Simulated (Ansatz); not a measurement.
Process, species as SMILES: Cl (HCl) → HCl+ (doublet, bonded as Cl) + e-
B3LYP-D3(BJ)/def2-TZVP geometries, fixed; electronic energies without zero-point terms.

Basis-set convergence of the adiabatic ionisation energy at CCSD(T) with Ansatz (a first-principles code). Cartesian d functions, on some or all atoms, in 6-311G**, 6-311+G**; all else is spherical. Cores are frozen. Open shells are unrestricted. No added dispersion term, no relativity. Functions are those of the species that has most. Reference: Hartree-Fock in aug-cc-pV(Q+d)Z plus the correlation part extrapolated as X^-3 from aug-cc-pV(T+d)Z and aug-cc-pV(Q+d)Z, 12.820 eV, itself unsure by roughly 0.027 eV (a third of the extrapolation step and of the last Hartree-Fock step). Deviations are taken from unrounded values.

```csv
basis,functions,adiabatic ionisation energy (eV),minus reference (eV)
def2-SV(P),20,12.076,-0.744
6-311G**,33,12.254,-0.567
def2-SVPD,35,12.508,-0.312
6-311+G**,37,12.228,-0.592
pcseg-2,48,12.496,-0.324
def2-TZVPP,56,12.573,-0.247
def2-TZVPPD,68,12.612,-0.208
aug-pcseg-2,73,12.606,-0.214
def2-QZVPP,100,12.718,-0.102
aug-cc-pV(Q+d)Z,135,12.745,-0.075
aug-pcseg-3,138,12.719,-0.102
cc-pV(5+d)Z,155,12.761,-0.059
pcseg-4,166,12.754,-0.067
```
